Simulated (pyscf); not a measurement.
H₃Si–PH–PH₂ → HP=PH + SiH₄ (elimination; singlet surface; P–Si, H–P broken, H–Si formed). Optimised with ωB97X-D3(BJ)/def2-SVP in PySCF. MP2 and CC: frozen core, UHF for open shells. ΔMP2 is the change of the MP2 total energy from the triple- to the quadruple-zeta basis. Energies in kcal/mol from the reactant's lowest minimum found.

| level | barrier | reaction energy |
|---|---|---|
| ωB97X-D3(BJ)/def2-TZVP | 62.1 | +37.1 |
| PBE/def2-TZVP | 50.4 | +29.0 |
| PBE0-D3(BJ)/def2-TZVP | 56.0 | +34.5 |
| ωB97M-D3(BJ)/def2-TZVP | 58.5 | +30.0 |
| HF/def2-TZVP | 77.0 | +26.2 |
| CCSD/def2-TZVPP | 62.8 | +27.3 |
| CCSD(T)/def2-TZVPP + ΔMP2(QZVPP) | 58.7 | +27.3 |

At the saddle there is also a short P–Si contact that neither side keeps. This is the saddle that the search found; another between the same sides may lie lower. The CCSD(T) − MP2 part came from Ansatz, without density fitting, on the same reference.
